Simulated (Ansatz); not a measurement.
Results of HSE06-D3(BJ) in Ansatz (PAW) for antifluorite Mg2Sn.

Input:

Ansatz 0.2 input:
```yaml
crystal:
  lattice:
    - [0.0, 3.3196826793, 3.3196826793]
    - [3.3196826793, 0.0, 3.3196826793]
    - [3.3196826793, 3.3196826793, 0.0]
  atoms:
    - { symbol: Mg, position: [0.25, 0.25, 0.25] }
    - { symbol: Mg, position: [0.75, 0.75, 0.75] }
    - { symbol: Sn, position: [0.0, 0.0, 0.0] }
basis:
  ecutwfc: 460
  ecutrho_ratio: 4
  xc_grid: 2
kpoints:
  mp_grid: { grid: [6, 6, 6] }
hamiltonian:
  xc: hse06
  dispersion: d3bj
  pseudopotentials: { kind: paw }
scf:
  occupations: { method: fermi_dirac, width: 0.01 }
  convergence: { dr2_threshold: 0.0000000003 }
output:
  forces: true
  stress: true
  eigenvalues: true
```

Excerpt of the program's output:

```
WARN output.stress: scf.exx.energy_threshold = 1e-6 eV is looser than the 3e-8 eV advised for a stress under a hybrid functional (1e-8 eV for each atom of the …
Crystal: 3 atoms, lattice volume = 73.168 Å³
Basis set: ecut = 460 eV, 1639 PW (Γ), exchange–correlation on 72×72×72 points (8 copies of the dense FFT grid, shifted against one another)
Bands: 21, of which v1, the nominal top of the filled ones, is band 17 counted from 1 (16 counted from 0)
Symmetry: 48 space group operations
Space group: Fm-3m (ITA 225), of the structure as read, at distance tolerance 4.2e-5 Å
k-points: 16 of 216
SCF iter   1: F=—  HF=-9873.541205 eV  |F-HF|=—  |Δ(HF+E_count)|=         —  Δρ=3.30e-3  dr2=1.88e-2
SCF iter   2: F=—  HF=-9873.537193 eV  |F-HF|=—  |Δ(HF+E_count)|=   4.01e-3  Δρ=1.14e-3  dr2=1.11e-3
  ...
SCF 1 converged in 7 iterations: F = -9873.537237 eV  dr2 = 2.09e-10
Crystal: 3 atoms, lattice volume = 73.168 Å³
Initial density: handed on by an earlier stage of this run
Crystal: 3 atoms, lattice volume = 73.168 Å³
SCF iter   5: F=—  HF=-9878.428046 eV  |F-HF|=—  |Δ(HF+E_count)|=   7.83e-9  Δρ=7.41e-7  dr2=3.47e-10
SCF iter   6: F=-9878.428046 eV  HF=-9878.428046 eV  |F-HF|=1.26e-10  |Δ(HF+E_count)|=   2.25e-9  Δρ=4.18e-7  dr2=1.21e-10
SCF 3 converged in 6 iterations: F = -9878.428046 eV  dr2 = 1.21e-10
Free energy (F): -9878.428046 eV
Internal energy: -9878.428046 eV  (E = F + TS)
E sigma→0 (E₀):  -9878.428046 eV
Fermi energy:    7.514444 eV
--- Stress (GPa, compression-positive) ---
       -0.002757       0.000000      -0.000000
        0.000000      -0.002757      -0.000000
        0.000000       0.000000      -0.002757
  P = ⅓ Tr σ = -0.0028 GPa (-0.028 kbar)
```

The PAW data were made under PBE.

Ansatz is a quantum-chemistry and plane-wave program.
